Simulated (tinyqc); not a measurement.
UHF in the sto-3g basis, for H2O+, spin multiplicity 2, step by step. One step of it, computed by the program tinyqc.

Question. Iteration 2: diagonalisation and new density. A level shift of 1 hartree raises the virtual space: F + shift (S - S D(s) S), with D(s) the density of one spin. Diagonalise F' = X^T F X, C = X C', fill 5 alpha and 4 beta electrons from the bottom; D(s) = C_occ C_occ^T; the new density keeps 0.7 of the old one (damping). Each column has its largest component positive (the first on a tie).

extrapolated F(alpha) (hartree):
```
             1O 1s      1O 2s     1O 2px     1O 2py     1O 2pz      2H 1s      3H 1s
1O 1s   -20.666770  -5.276770   0.000000   0.000000  -0.020300  -0.569912  -0.569912
1O 2s    -5.276770  -2.850293   0.000000   0.000000  -0.088377  -0.715776  -0.715776
1O 2px    0.000000   0.000000  -0.887267   0.000000   0.000000   0.000000   0.000000
1O 2py    0.000000   0.000000   0.000000  -0.751092   0.000000  -0.371845   0.371845
1O 2pz   -0.020300  -0.088377   0.000000   0.000000  -0.751154  -0.347974  -0.347974
2H 1s    -0.569912  -0.715776   0.000000  -0.371845  -0.347974  -0.606924  -0.212097
3H 1s    -0.569912  -0.715776   0.000000   0.371845  -0.347974  -0.212097  -0.606924
```

extrapolated F(beta) (hartree):
```
             1O 1s      1O 2s    1O 2px     1O 2py     1O 2pz      2H 1s      3H 1s
1O 1s   -20.658382  -5.240929  0.000000   0.000000  -0.021140  -0.564795  -0.564795
1O 2s    -5.240929  -2.669364  0.000000   0.000000  -0.088021  -0.685708  -0.685708
1O 2px    0.000000   0.000000  0.005961   0.000000   0.000000   0.000000   0.000000
1O 2py    0.000000   0.000000  0.000000  -0.698858   0.000000  -0.369046   0.369046
1O 2pz   -0.021140  -0.088021  0.000000   0.000000  -0.700708  -0.345770  -0.345770
2H 1s    -0.564795  -0.685708  0.000000  -0.369046  -0.345770  -0.606933  -0.206765
3H 1s    -0.564795  -0.685708  0.000000   0.369046  -0.345770  -0.206765  -0.606933
```

X:
```
            1O 1s      1O 2s    1O 2px     1O 2py     1O 2pz      2H 1s      3H 1s
1O 1s    1.022982  -0.130811  0.000000   0.000000  -0.004810   0.014916   0.014916
1O 2s   -0.130811   1.092228  0.000000   0.000000   0.041814  -0.155331  -0.155331
1O 2px   0.000000   0.000000  1.000000   0.000000   0.000000   0.000000   0.000000
1O 2py   0.000000   0.000000  0.000000   1.038466   0.000000  -0.121783   0.121783
1O 2pz  -0.004810   0.041814  0.000000   0.000000   1.024867  -0.092760  -0.092760
2H 1s    0.014916  -0.155331  0.000000  -0.121783  -0.092760   1.069794  -0.045114
3H 1s    0.014916  -0.155331  0.000000   0.121783  -0.092760  -0.045114   1.069794
```

D(alpha) after iteration 1:
```
            1O 1s      1O 2s    1O 2px     1O 2py     1O 2pz      2H 1s      3H 1s
1O 1s    1.066752  -0.241559  0.000000   0.000000   0.015153  -0.011046  -0.011046
1O 2s   -0.241559   1.022364  0.000000   0.000000  -0.076668   0.037728   0.037728
1O 2px   0.000000   0.000000  0.757771   0.000000   0.000000   0.000000   0.000000
1O 2py   0.000000   0.000000  0.000000   0.640115   0.000000   0.103373  -0.103373
1O 2pz   0.015153  -0.076668  0.000000   0.000000   0.668500   0.083633   0.083633
2H 1s   -0.011046   0.037728  0.000000   0.103373   0.083633   0.383993   0.016197
3H 1s   -0.011046   0.037728  0.000000  -0.103373   0.083633   0.016197   0.383993
```

D(beta) after iteration 1:
```
            1O 1s      1O 2s    1O 2px     1O 2py     1O 2pz      2H 1s      3H 1s
1O 1s    0.916585  -0.206727  0.000000   0.000000   0.014704  -0.010165  -0.010165
1O 2s   -0.206727   0.875984  0.000000   0.000000  -0.073178   0.032736   0.032736
1O 2px   0.000000   0.000000  0.366217   0.000000   0.000000   0.000000   0.000000
1O 2py   0.000000   0.000000  0.000000   0.551503   0.000000   0.096990  -0.096990
1O 2pz   0.014704  -0.073178  0.000000   0.000000   0.578626   0.079545   0.079545
2H 1s   -0.010165   0.032736  0.000000   0.096990   0.079545   0.316482   0.012127
3H 1s   -0.010165   0.032736  0.000000  -0.096990   0.079545   0.012127   0.316482
```

overlap S:
```
           1O 1s     1O 2s    1O 2px     1O 2py    1O 2pz     2H 1s      3H 1s
1O 1s   1.000000  0.236704  0.000000   0.000000  0.000000  0.025007   0.025007
1O 2s   0.236704  1.000000  0.000000   0.000000  0.000000  0.289015   0.289015
1O 2px  0.000000  0.000000  1.000000   0.000000  0.000000  0.000000   0.000000
1O 2py  0.000000  0.000000  0.000000   1.000000  0.000000  0.206057  -0.206057
1O 2pz  0.000000  0.000000  0.000000   0.000000  1.000000  0.176258   0.176258
2H 1s   0.025007  0.289015  0.000000   0.206057  0.176258  1.000000   0.129340
3H 1s   0.025007  0.289015  0.000000  -0.206057  0.176258  0.129340   1.000000
```

Give: F' = X^T F X; orbital energies; coefficients C; F' = X^T F X; orbital energies; coefficients C; D(alpha) after iteration 2; D(beta) after iteration 2.

Answer.

F' = X^T F X (alpha) (hartree):
```
         1       2       3       4       5       6       7
1  -20.302  -2.688   0.000   0.000  -0.044  -0.015  -0.015
2   -2.688  -1.809   0.000   0.000   0.068  -0.539  -0.539
3    0.000   0.000  -0.645   0.000   0.000   0.000   0.000
4    0.000   0.000   0.000  -0.311   0.000  -0.494   0.494
5   -0.044   0.068   0.000   0.000  -0.367  -0.412  -0.412
6   -0.015  -0.539   0.000  -0.494  -0.412   0.184  -0.137
7   -0.015  -0.539   0.000   0.494  -0.412  -0.137   0.184
```

orbital energies (alpha) (hartree): MO1 -20.686, MO2 -1.762, MO3 -0.762, MO4 -0.657, MO5 -0.645, MO6 0.674, MO7 0.772

coefficients C (alpha):
```
           MO1     MO2     MO3     MO4    MO5     MO6     MO7
1O 1s    0.994  -0.242   0.000   0.083  0.000   0.100   0.000
1O 2s    0.023   0.905   0.000  -0.383  0.000  -0.542   0.000
1O 2px   0.000   0.000   0.000   0.000  1.000   0.000   0.000
1O 2py   0.000   0.000   0.779   0.000  0.000   0.000  -0.708
1O 2pz   0.002   0.112   0.000   0.825  0.000  -0.613   0.000
2H 1s   -0.003   0.148   0.325   0.252  0.000   0.687   0.729
3H 1s   -0.003   0.148  -0.325   0.252  0.000   0.687  -0.729
```

F' = X^T F X (beta) (hartree):
```
         1       2      3       4       5       6       7
1  -20.158  -2.673  0.000   0.000  -0.044  -0.017  -0.017
2   -2.673  -1.485  0.000   0.000   0.069  -0.500  -0.500
3    0.000   0.000  0.640   0.000   0.000   0.000   0.000
4    0.000   0.000  0.000  -0.166   0.000  -0.475   0.475
5   -0.044   0.069  0.000   0.000  -0.224  -0.396  -0.396
6   -0.017  -0.500  0.000  -0.475  -0.396   0.252  -0.121
7   -0.017  -0.500  0.000   0.475  -0.396  -0.121   0.252
```

orbital energies (beta) (hartree): MO1 -20.534, MO2 -1.446, MO3 -0.620, MO4 -0.504, MO5 0.640, MO6 0.749, MO7 0.827

coefficients C (beta):
```
           MO1     MO2     MO3     MO4    MO5     MO6     MO7
1O 1s    0.995  -0.235   0.000   0.092  0.000   0.103   0.000
1O 2s    0.021   0.881   0.000  -0.421  0.000  -0.554   0.000
1O 2px   0.000   0.000   0.000   0.000  1.000   0.000   0.000
1O 2py   0.000   0.000   0.764   0.000  0.000   0.000   0.724
1O 2pz   0.002   0.132   0.000   0.815  0.000  -0.623   0.000
2H 1s   -0.003   0.169   0.341   0.252  0.000   0.682  -0.721
3H 1s   -0.003   0.169  -0.341   0.252  0.000   0.682   0.721
```

D(alpha) after iteration 2:
```
         1O 1s   1O 2s  1O 2px  1O 2py  1O 2pz   2H 1s   3H 1s
1O 1s    1.063  -0.237   0.000   0.000   0.024  -0.013  -0.013
1O 2s   -0.237   1.006   0.000   0.000  -0.118   0.038   0.038
1O 2px   0.000   0.000   0.830   0.000   0.000   0.000   0.000
1O 2py   0.000   0.000   0.000   0.630   0.000   0.148  -0.148
1O 2pz   0.024  -0.118   0.000   0.000   0.676   0.126   0.126
2H 1s   -0.013   0.038   0.000   0.148   0.126   0.326   0.005
3H 1s   -0.013   0.038   0.000  -0.148   0.126   0.005   0.326
```

D(beta) after iteration 2:
```
         1O 1s   1O 2s  1O 2px  1O 2py  1O 2pz   2H 1s   3H 1s
1O 1s    0.958  -0.212   0.000   0.000   0.024  -0.013  -0.013
1O 2s   -0.212   0.899   0.000   0.000  -0.119   0.036   0.036
1O 2px   0.000   0.000   0.256   0.000   0.000   0.000   0.000
1O 2py   0.000   0.000   0.000   0.561   0.000   0.146  -0.146
1O 2pz   0.024  -0.119   0.000   0.000   0.610   0.124   0.124
2H 1s   -0.013   0.036   0.000   0.146   0.124   0.284   0.001
3H 1s   -0.013   0.036   0.000  -0.146   0.124   0.001   0.284
```
